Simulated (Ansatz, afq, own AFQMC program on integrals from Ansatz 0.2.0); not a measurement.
Two steps: Ansatz 0.2.0 writes the Fock matrix and Cholesky factors of the valence space, and afq projects on them the lowest state that overlaps trial and start.

```yaml
crystal:
  periodic: [false, false, false]
  atoms:
    - {symbol: N, position_ang: [0.000000, 0.000000, 0.000000]}
    - {symbol: H, position_ang: [1.535007, 0.020619, -0.000105]}
    - {symbol: H, position_ang: [-0.785360, 1.319039, -0.004140]}
    - {symbol: H, position_ang: [-0.749647, -1.339658, 0.004245]}
basis:
  gaussian: {orbitals: 6-31G}
total_charge: 1
magnetization: {spin_polarized: true, initial_magnetization: 1}
correlation: {method: ccsd_t, electrons: outside_noble_gas, hamiltonian_folder: ham}
```

```sh
$ ansatz run in.yaml --threads 1 --pin off --events-out ev --progress --plain --max-ram 24576MiB --backend cuda --devices 0, --max-vram 18GiB
```

afq runs on the folder ham with

```
--method phaseless --trial mp1 --walkers 2 --populations 1 --least-time 40 --time-step 0.005 --steps-per-block 25 --equilibration-blocks 80 --max-blocks 320 --target-error 0.00128 --factor-cut 1e-05 --start determinant --seed 7279 --taylor-order 4
```

Times are imaginary, in 1/Eh. The walk had a cap of 60 s.

```
orbitals 14  electrons 4 3  factors 81 of 228
reference energy -55.59447156 Eh
CCSD correlation -0.14111931 Eh in 12 cycles, weight of the determinant in the CISD state 0.8383
energy of the start -55.697000 Eh
 block  time / (1/Eh)  mean weight  energy / Eh
     1     0.125  0.9979  -55.699425
     2     0.250  0.9970  -55.699982
     3     0.375  0.9984  -55.700453
     4     0.500  0.9986  -55.703017
     5     0.625  1.0062  -55.708507
     7     0.875  0.9987  -55.707972
     9     1.125  1.0082  -55.711768
    11     1.375  0.9957  -55.708856
    31     3.875  0.9949  -55.733941
    51     6.375  1.0054  -55.735428
    71     8.875  1.0138  -55.723010
    91    11.375  0.9979  -55.720238
   111    13.875  0.9977  -55.739343
   131    16.375  1.0108  -55.754201
   151    18.875  1.0072  -55.742841
   171    21.375  1.0027  -55.724946
   191    23.875  0.9993  -55.752554
   211    26.375  1.0096  -55.731397
   231    28.875  1.0023  -55.733918
   251    31.375  1.0061  -55.732758
   271    33.875  1.0116  -55.728420
   291    36.375  0.9984  -55.737051
   311    38.875  0.9886  -55.731481
   331    41.375  1.0014  -55.731607
   351    43.875  0.9968  -55.725625
   361    45.125  1.0029  -55.793404
   371    46.375  1.0068  -55.733131
   391    48.875  1.0059  -55.759279
blocks merged  error / Eh  count
     1  0.000672  320
     2  0.000871  160
     4  0.001105  80
     8  0.001474  40
    16  0.001617  20
    32  0.001597  10
energy -55.735482 +/- 0.001617 Eh
(rows thinned)
```

The run passed its tests (sampling time, drift between the halves within three errors, error under three times the target), which doesn't prove that it has relaxed.

Against this walk (error 44.0 meV) on the same determinant: CCSD(T) 99.5 meV lower, CCSDT(Q) 148.0 meV lower, CCSDTQ 146.5 meV lower, full CI 147.9 meV lower, a separate phaseless walk with a CISD trial and standard settings 141.3 ± 44.4 meV lower. The error is statistical and leaves out the bias of the constraint. The determinant has ⟨S²⟩ = 1.09, so the low cluster orders mix in higher spin, and so can this walk.

A setting was made bad on purpose (too few walkers), so the walk's energy isn't to be trusted.

Cautions: constraint bias not in the error; error above the target (44.0 against 34.8 meV); strong correlation (T1 0.064, weight of the determinant 0.84, largest double 0.11); unrestricted determinant spin contaminated (⟨S²⟩ 1.09 against 0.75); so few walkers bias the energy.

CCSDT and higher add their correlation energy to the determinant of the CCSD(T) run, since their own runs factorise the integrals more tightly (a shift of under 2 meV). A walk keeps the symmetry of its determinant, which the program's search chose and which needn't be the lowest solution, so a lower state of the same spin and another symmetry isn't excluded.
